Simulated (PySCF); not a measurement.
# Computed spin Hamiltonian

Species: C3H5O2 (doublet state).
Structure used (GFN2-xTB), in Å, numbered top down from 1:
```xyz
10
C3H5O2 angstrom
C     -1.601    0.358    0.268
C     -0.286   -0.302    0.330
O      0.813    0.447    0.138
C      2.029   -0.110    0.187
O      2.264   -1.273    0.398
H     -1.472    1.417    0.060
H     -2.225   -0.087   -0.510
H     -2.141    0.241    1.211
H     -0.154   -1.355    0.521
H      2.782    0.669    0.005
```

The hyperfine couplings belong to this conformer and change with its torsions.

Identity: `C(=O)O[CH]C` [radical].

Method used: UKS B3LYP, pcH-1 on C H O, non-relativistic, mean-field spin-orbit, GIAO (PySCF). Geometry: GFN2-xTB, one conformer, isolated molecule. A GFN2-xTB geometry isn't a minimum of the functional, and hyperfine couplings can be far from their values at a DFT geometry. No stability test was run, so a lower SCF solution isn't excluded.

- g1, g2, g3: 2.00212, 2.00274, 2.00353
- g_iso: 2.00280
- Form of g: rhombic: the two nearest values differ by 44 % of g3 − g1
- ⟨S²⟩: 0.7544 (exact 0.7500)

Isotropic coupling and dipolar principal values T1 to T3, in MHz; ρ(0) is the spin density at the nucleus:

| atom | isotope | a_iso | T1 | T2 | T3 | Mulliken spin population | ρ(0) (bohr⁻³) |
| --- | --- | --- | --- | --- | --- | --- | --- |
| C1 | 13C | -33.3 | -2.2 | 0.9 | 1.3 | -0.08 | -0.0296 |
| C2 | 13C | 90.8 | -81.0 | -78.4 | 159.3 | 0.92 | 0.0808 |
| O3 | 17O | -3.4 | -21.1 | 9.6 | 11.5 | 0.00 | 0.0056 |
| C4 | 13C | 5.9 | -6.5 | -4.3 | 10.7 | 0.06 | 0.0052 |
| O5 | 17O | -4.3 | -21.0 | 10.0 | 11.0 | 0.07 | 0.0070 |
| H6 | 1H | 2.7 | -4.5 | -3.7 | 8.2 | 0.00 | 0.0006 |
| H7 | 1H | 106.3 | -5.0 | -3.7 | 8.7 | 0.04 | 0.0238 |
| H8 | 1H | 107.4 | -5.0 | -3.7 | 8.7 | 0.04 | 0.0240 |
| H9 | 1H | -65.8 | -35.9 | -0.7 | 36.6 | -0.04 | -0.0147 |
| H10 | 1H | -9.7 | -4.9 | -2.3 | 7.2 | -0.01 | -0.0022 |

The largest Mulliken spin populations are on C2 (+0.92), C1 (-0.08) and O5 (+0.07). No atom but C2 exceeds +0.15. The angles at C2 add up to 360.0°, so it is planar; its axial dipolar tensor and the negative coupling of its proton fit spin in a p orbital normal to that plane.

Axes: g3 points within 7° of the C1–C2 bond.

Under fast tumbling the dipolar parts average out, and these isotropic splittings remain: 3 × 1H (H6/H7/H8, I = 1/2, 4 lines) with 2.57 mT, 1 × 1H (H9, I = 1/2, 2 lines) with 2.35 mT and 1 × 1H (H10, I = 1/2, 2 lines) with 0.35 mT.

Class means assume fast exchange of nuclei equivalent by connectivity; if that motion is slow, each nucleus keeps its own coupling. The three 1H nuclei of mean +72.2 MHz run from 2.7 to 107.4 MHz in the frozen geometry.

The 13C coupling of C2 (90.8 MHz) shows only in satellite lines or after enrichment, since that isotope makes up about 1.07 % of natural carbon.

The spin density at the nucleus, in bohr⁻³, is negative for C1 (-0.0296), H9 (-0.0147) and H10 (-0.0022), for instance. A restricted open-shell determinant has no negative spin density anywhere; here it arises because α and β orbitals differ (spin polarisation).
